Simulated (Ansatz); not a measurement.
# CH₃BCl radical: small, medium and large basis sets

An exercise on one series of results from a longer session: the logs are not shown, and one member is left open.

The runs use Ansatz 0.2.0, Gaussian basis; one geometry, several basis sets.

The runs, in order: PBE0-D4/def2-SVP; ωB97M-V/def2-SVP; PBE0-D4/def2-QZVPP; ωB97M-V/def2-QZVPP; the functionals' def2-TZVPP values are taken from earlier runs.

**The relaxed structure**

All runs share one geometry, relaxed beforehand with PBE0-D4 in a triple-zeta def2 set.

SMILES `C[B]Cl`, 6 atoms, charge 0, spin multiplicity 2.

Atoms are counted from 1 here; the program's logs count them from 0.

Bond lengths: C1–B2 1.544 Å, C1–H4 1.099 Å, C1–H5 1.095 Å, C1–H6 1.091 Å, B2–Cl3 1.727 Å. Angles: B2–C1–H4 106.5°, B2–C1–H5 113.2°, B2–C1–H6 113.0°, H4–C1–H5 107.3°, H4–C1–H6 106.6°, H5–C1–H6 109.9°, C1–B2–Cl3 126.1°.

The first run:

Input file in.yaml:

```yaml
crystal:
  periodic: [false, false, false]
  atoms:
    - {symbol: C, position_ang: [-0.289912, 0.325247, -0.312353]}
    - {symbol: B, position_ang: [0.195337, -1.059515, 0.167719]}
    - {symbol: Cl, position_ang: [1.467766, -1.355694, 1.297794]}
    - {symbol: H, position_ang: [-1.073512, 0.641660, 0.390670]}
    - {symbol: H, position_ang: [0.494183, 1.088802, -0.289653]}
    - {symbol: H, position_ang: [-0.751961, 0.295401, -1.300377]}
basis:
  gaussian: {orbitals: def2-SVP}
magnetization: {spin_polarized: true, initial_magnetization: 1}
hamiltonian: {xc: pbe0, dispersion: d4}
output: {orbitals: {seedname: orbitals}}
```

Among the steps run: PBE0-D4 in def2-SVP; ωB97M-V in def2-SVP; PBE0-D4 in def2-QZVPP; ωB97M-V in def2-QZVPP.

One of the session's tables, all rows but one given; the rest of the session is left out.

It belongs to the step «Functionals by basis». 

| functional | basis | HOMO (eV) |
| --- | --- | --- |
| PBE0-D4 | def2-SVP | -5.55 |
| PBE0-D4 | def2-TZVPP | -5.68 |
| PBE0-D4 | def2-QZVPP | ? |
| ωB97M-V | def2-SVP | -7.36 |
| ωB97M-V | def2-TZVPP | -7.53 |
| ωB97M-V | def2-QZVPP | -7.57 |

Estimate the missing values for PBE0-D4, def2-QZVPP.

The run gave: HOMO (eV): -5.71. In the column «HOMO (eV)» it lies between ωB97M-V, def2-SVP (-7.36) and PBE0-D4, def2-TZVPP (-5.68).
